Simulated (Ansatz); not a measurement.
in.yaml

```yaml
crystal:
  periodic: [false, false, false]
  atoms:
    - {symbol: H, position_ang: [-2.743086, 0.000000, -0.000002]}
    - {symbol: H, position_ang: [-1.351086, 0.000000, -0.000001]}
    - {symbol: Si, position_ang: [0.088914, 0.000000, 0.000000]}
    - {symbol: H, position_ang: [0.538887, -1.416253, 0.000001]}
    - {symbol: H, position_ang: [0.538888, 0.708126, -1.226511]}
    - {symbol: H, position_ang: [0.538887, 0.708127, 1.226511]}
basis:
  gaussian: {orbitals: 6-31G}
magnetization: {spin_polarized: false, initial_magnetization: 1}
correlation: {method: ccsd_t, electrons: outside_noble_gas}
output: {forces: true}
```

```sh
$ ansatz run in.yaml --threads 1 --pin off --events-out ev --progress --plain --max-ram 2393MiB
```

(1) Roughly how long does this take on 1 thread of Arm Neoverse V2, shared host, and how much host memory?

```
300 factors; integrals over basis functions are off by at most 3.6e-4 eV
mean field evaluation 1: about -7935.3891 eV, gradient 8.6e0 eV
mean field evaluation 2: about -7935.3930 eV, gradient 8.6e0 eV
mean field evaluation 4: about -7936.3238 eV, gradient 6.1e-1 eV
mean field evaluation 8: about -7936.3288 eV, gradient 5.7e-7 eV
mean field evaluation 16: about -7936.3288 eV, gradient 1.9e-6 eV
mean field -7936.32880357 eV, -291.6547040944 hartree, gradient 1.9e-6 eV, S^2 0.750000; 0 other end points of the search recorded, 0 dependent functions left out
5 core orbitals not correlated: weight in the atoms' cores, before any rotation towards them, 1.000 or more for the frozen orbitals, at most 0.000 for the correlated occupied ones
reference -7936.32880357 eV, -291.6547040944 hartree; 5, 4 occupied and 13, 14 virtual orbitals, 300 factors
second order -1.70357514 eV of doubles, -0.02189795 eV of singles
cycle   1  -2.16244386 eV  change   -4.4e-1 eV  update   5.4e-2
cycle   2  -2.37473378 eV  change   -2.1e-1 eV  update   2.3e-2
cycle   3  -2.38267746 eV  change   -7.9e-3 eV  update   5.9e-3
cycle   4  -2.38434318 eV  change   -1.7e-3 eV  update   2.4e-3
cycle   5  -2.38443937 eV  change   -9.6e-5 eV  update   9.3e-4
cycle   6  -2.38456307 eV  change   -1.2e-4 eV  update   3.3e-4
cycle   7  -2.38470086 eV  change   -1.4e-4 eV  update   9.0e-5
cycle   8  -2.38468505 eV  change    1.6e-5 eV  update   4.0e-5
cycle   9  -2.38466198 eV  change    2.3e-5 eV  update   1.7e-5
cycle  10  -2.38467085 eV  change   -8.9e-6 eV  update   6.3e-6
cycle  11  -2.38467427 eV  change   -3.4e-6 eV  update   2.4e-6
perturbative correction -0.02426909 eV, -0.0008918725 hartree
the calculation of the forces begins
Total energy: -7938.73774693 eV, -291.7432311299 hartree
Atom 0 at    -2.743086     0.000000    -0.000002 Å, force    -0.709802    -0.000000    -0.000000 eV/Å
Atom 1 at    -1.351086     0.000000    -0.000001 Å, force    -1.398010     0.000001    -0.000001 eV/Å
Atom 2 at     0.088914     0.000000     0.000000 Å, force     1.258167     0.000001     0.000001 eV/Å
Atom 3 at     0.538887    -1.416253     0.000001 Å, force     0.283216    -0.459692     0.000000 eV/Å
Atom 4 at     0.538888     0.708126    -1.226511 Å, force     0.283215     0.229845    -0.398103 eV/Å
Atom 5 at     0.538887     0.708127     1.226511 Å, force     0.283214     0.229845     0.398104 eV/Å
Dipole moment:     0.080538    -0.000000     0.000000 e Å
```

Forces (eV/Å):
```
H   -0.710  0.000  0.000
H   -1.398  0.000  0.000
Si   1.258  0.000  0.000
H    0.283 -0.460  0.000
H    0.283  0.230 -0.398
H    0.283  0.230  0.398
```

For the same geometry and basis full CI lies 9.9 meV lower.

Results:

(1) 0.45 s wall and 0.08 GiB.
